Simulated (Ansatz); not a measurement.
fcc Ag, relaxed in Ansatz (plane waves) with several semilocal functionals. Each gives its own volume and its own bulk modulus:

| level | V0 (Å³/atom) | bulk modulus B0 (GPa) | ln V0 | ln B0 |
|---|---|---|---|---|
| LDA | 16.009 | 139 | 2.7732 | 4.9345 |
| r²SCAN+rVV10 | 16.927 | 113 | 2.8289 | 4.7274 |
| PBE-D4 | 17.005 | 110 | 2.8335 | 4.7005 |
| PBE | 17.835 | 91.5 | 2.8812 | 4.5163 |
| revPBE | 18.420 | 79.0 | 2.9134 | 4.3694 |
| RPBE | 18.667 | 74.4 | 2.9268 | 4.3095 |

**Question.** Fit a straight line to ln B0 against ln V0. What does it predict for PBE-D3(BJ), whose volume is 16.887 Å³/atom?

**Answer.** With x = ln V0 and y = ln B0: means 2.85950 and 4.59293; Σ(Δx Δy) = -0.0692, Σ(Δx²) = 0.0170, so the slope is -4.08. At x = 2.8265 the line gives y = 4.59293 + (-4.08) × (2.8265 − 2.85950) = 4.7276, or 113 GPa. The run with PBE-D3(BJ) gives 111 GPa, -1.8 % from the line. The rows used scatter about it by up to 1.2 %, while the largest value lies 87 % above the smallest. For comparison, PBE's own equation of state has B′ = 5.7, the slope −d ln B/d ln V at a fixed functional.

Measured: 110 GPa (measured, corrected for temperature and zero-point phonon effects, sources range from 104 to 111; as tabulated in Levämäki et al. (2014), arXiv:1402.3671).

Ansatz's density-functional and Hartree–Fock values are scalar-relativistic unless marked +SOC, with PAW data made under PBE.

Ansatz is an electronic-structure program.
